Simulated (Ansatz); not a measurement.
Input file:

```yaml
crystal:
  periodic: [false, false, false]
  atoms:
    - {symbol: Ge, position_ang: [-0.034571, 0.000000, 0.295847]}
    - {symbol: N, position_ang: [0.072436, 0.000001, -1.645848]}
    - {symbol: H, position_ang: [0.742421, -1.258240, 0.775123]}
    - {symbol: H, position_ang: [0.742420, 1.258240, 0.775124]}
basis:
  gaussian: {orbitals: STO-3G}
magnetization: {spin_polarized: false, initial_magnetization: 3}
hamiltonian: {xc: hf}
accuracy: high
output: {orbitals: {seedname: orbitals}}
```

```sh
$ ansatz run in.yaml --threads 1 --pin off --events-out ev --progress --plain --max-ram 2393MiB
```

Output:

```
355 factors; integrals over basis functions are off by at most 1.8e-8 eV
mean field evaluation 1: about -57321.8920 eV, gradient 8.3e0 eV
mean field evaluation 2: about -57321.9236 eV, gradient 8.3e0 eV
mean field evaluation 4: about -57322.7223 eV, gradient 9.8e-1 eV
mean field evaluation 8: about -57322.7325 eV, gradient 8.5e-3 eV
mean field -57322.73252359 eV, -2106.5715654985 hartree, gradient 3.2e-8 eV, S^2 3.750000; 0 other end points of the search recorded, 0 dependent functions left out
reference -57322.73252359 eV, -2106.5715654985 hartree; 22, 19 occupied and 3, 6 virtual orbitals, 355 factors
Total energy: -57322.73252359 eV, -2106.5715654985 hartree
```

Ran on 1 thread of Intel Xeon, shared host: 0.64 s wall, 0.22 GiB peak host memory.
